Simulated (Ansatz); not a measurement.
# BH₂O (doublet): the correlation ladder at a displaced geometry (v1), cc-pVDZ

The task here is to estimate one member of a computed series from the others.

Method: cc-pVDZ, core rule «outside noble gas», up to 2 orbitals frozen; program: Ansatz 0.2.0, Gaussian basis.

The runs, in order: UHF; CCSD(T) on ROHF; CCSD(T) on UHF; BCCD(T) on ROHF; CISD as a restricted active space (open shells left free, so some higher excitations enter); CCSDT(Q) on ROHF; CCSDT(Q) on UHF.

27 further runs of the same task are left out: 15 for a known fault of the program, 4 that didn't finish, 8 set aside as unsound or not needed. Runs told in other sessions of the task aren't counted.

## What is computed

The geometry is a PBE0/def2-TZVP stationary point (not a proven minimum) with its atoms shifted at random (size 0.040 Å).

4 atoms, charge 0, spin multiplicity 2.

Atoms are counted from 1 here; the program's logs count them from 0.

Bond lengths: B1–O2 1.339 Å, B1–H3 1.192 Å, O2–H4 0.974 Å. Angles: O2–B1–H3 118.5°, B1–O2–H4 115.9°.

The first run:

File in.yaml:

```yaml
crystal:
  periodic: [false, false, false]
  atoms:
    - {symbol: B, position_ang: [0.000760, -0.230307, 0.750469]}
    - {symbol: O, position_ang: [-0.000073, 0.152711, -0.532572]}
    - {symbol: H, position_ang: [0.047891, 0.610262, 1.594350]}
    - {symbol: H, position_ang: [-0.054886, -0.564062, -1.190045]}
basis:
  gaussian: {orbitals: cc-pVDZ}
magnetization: {spin_polarized: true, initial_magnetization: 1}
hamiltonian: {xc: hf}
output: {orbitals: {seedname: orbitals}}
```

Started as:

```bash
$ ansatz run in.yaml --threads 1 --pin off --events-out ev --progress --plain --max-ram 2393MiB
```

Among the steps run: UHF; CCSD(T) on ROHF; CCSD(T) on UHF; BCCD(T) on ROHF; CISD as a restricted active space (open shells left free, so some higher excitations enter); CCSDT(Q) on ROHF; CCSDT(Q) on UHF.

One table of the session follows, with a row left open; its other results are not shown here.

| method | from UCCSDT(Q) (meV) |
| --- | --- |
| ROHF | +7645.4 |
| UHF | +7611.5 |
| RMP2 | +681.7 |
| UMP2 | +675.6 |
| CISD | +668.6 |
| RCCSD | +208.7 |
| UCCSD | +208.4 |
| RCCSD(T) | +32.8 |
| UCCSD(T) | +32.7 |
| BCCD(T) | +31.9 |
| RCCSDT | +17.7 |
| UCCSDT | +17.6 |
| RCCSDT(Q) | ? |
| UCCSDT(Q) | 0 |

Estimate the missing values for RCCSDT(Q).

As computed: from UCCSDT(Q) (meV): +2.4. In the column «from UCCSDT(Q) (meV)» it lies between UCCSDT(Q) (0) and UCCSDT (+17.6).

To keep in mind: Restricted and unrestricted rows rest on different reference determinants; a gap between their highest levels can come from leftover correlation error, from unlike frozen cores or from another state.
